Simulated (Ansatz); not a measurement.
**SiNH4 radical: a ladder of functionals and wavefunction methods**

One table from this session's results is given with a row withheld; the runs are named, their logs left out.

Computed with Ansatz 0.2.0, Gaussian basis. Level: functionals in def2-TZVPP, the program's frozen cores in correlated methods.

Plan: LDA (SPW92), PBE-D4, revPBE-D4, BLYP-D4, r2SCAN-D4, B97M-V, PBE0-D4, B3LYP-D4, r2SCANh-D4, r2SCAN0-D4, HSE06-D4, BHLYP-D4, CAM-B3LYP-D4, LC-ωPBE, ωB97X-V, ωB97M-V, B2PLYP, PBE-QIDH; CCSD(T)/def2-SVP; CCSD(T)/def2-TZVPP; MP2/def2-QZVPP; extrapolation to the limit; RPA on PBE.

### The geometry

An earlier PBE0-D4 in a triple-zeta def2 set relaxation fixed the geometry.

SMILES `[NH][SiH3]`, 6 atoms, charge 0, spin multiplicity 2.

Atoms are counted from 1 here; the program's logs count them from 0.

Bond lengths: N1–Si2 1.753 Å, N1–H3 1.023 Å, Si2–H4 1.491 Å, Si2–H5 1.491 Å, Si2–H6 1.481 Å. Angles: Si2–N1–H3 111.9°, N1–Si2–H4 110.8°, N1–Si2–H5 109.1°, N1–Si2–H6 109.3°, H4–Si2–H5 108.6°, H4–Si2–H6 109.5°, H5–Si2–H6 109.5°.

The first run:

in.yaml reads:

```yaml
crystal:
  periodic: [false, false, false]
  atoms:
    - {symbol: N, position_ang: [0.592145, -0.835218, 0.909470]}
    - {symbol: Si, position_ang: [-0.203705, 0.347586, -0.109981]}
    - {symbol: H, position_ang: [0.922750, -1.640651, 0.372666]}
    - {symbol: H, position_ang: [-1.310562, -0.282320, -0.885520]}
    - {symbol: H, position_ang: [0.789510, 0.911815, -1.068907]}
    - {symbol: H, position_ang: [-0.748136, 1.434788, 0.736172]}
basis:
  gaussian: {orbitals: def2-TZVPP}
magnetization: {spin_polarized: true, initial_magnetization: 1}
hamiltonian: {xc: lda}
output: {orbitals: {seedname: orbitals}}
```

Steps of the session up to this table: LDA; PBE-D4 (GGA); revPBE-D4 (GGA); BLYP-D4 (GGA); r2SCAN-D4 (meta-GGA); B97M-V (meta-GGA); PBE0-D4 (hybrid); B3LYP-D4 (hybrid); r2SCANh-D4 (hybrid); r2SCAN0-D4 (hybrid); HSE06-D4 (hybrid); BHLYP-D4 (hybrid); CAM-B3LYP-D4 (range-separated); LC-ωPBE-D4 (range-separated; the results give it without D4); ωB97X-V (range-separated); ωB97M-V (range-separated); B2PLYP (double hybrid); PBE-QIDH (double hybrid).

One table of the session follows, with a row left open; its other results are not shown here.

It belongs to the step «Orbital energies across the functionals». 

| functional | HOMO (eV) | LUMO (eV) | gap (eV) |
| --- | --- | --- | --- |
| LDA (SPW92) | -6.55 | -5.46 | 1.09 |
| PBE-D4 | -6.55 | -4.92 | 1.63 |
| revPBE-D4 | -6.52 | -4.78 | 1.74 |
| BLYP-D4 | -6.45 | -4.90 | 1.55 |
| r2SCAN-D4 | -6.88 | -4.26 | 2.62 |
| B97M-V | -7.05 | -4.45 | 2.60 |
| PBE0-D4 | -8.03 | -3.41 | 4.62 |
| B3LYP-D4 | -7.79 | -3.90 | 3.89 |
| r2SCANh-D4 | -7.42 | -3.73 | 3.69 |
| r2SCAN0-D4 | -8.24 | -2.95 | 5.29 |
| HSE06-D4 | -7.62 | -3.81 | 3.81 |
| BHLYP-D4 | -9.42 | -1.97 | 7.44 |
| CAM-B3LYP-D4 | -9.48 | -2.30 | 7.18 |
| LC-ωPBE | -10.91 | -0.79 | 10.12 |
| ωB97X-V | -10.52 | -1.24 | 9.28 |
| ωB97M-V | ? | ? | ? |

Q: Estimate the row for ωB97M-V from the others.

The run gave: HOMO (eV): -10.38; LUMO (eV): -1.35; gap (eV): 9.03. In the column «HOMO (eV)» it lies between ωB97X-V (-10.52) and CAM-B3LYP-D4 (-9.48).
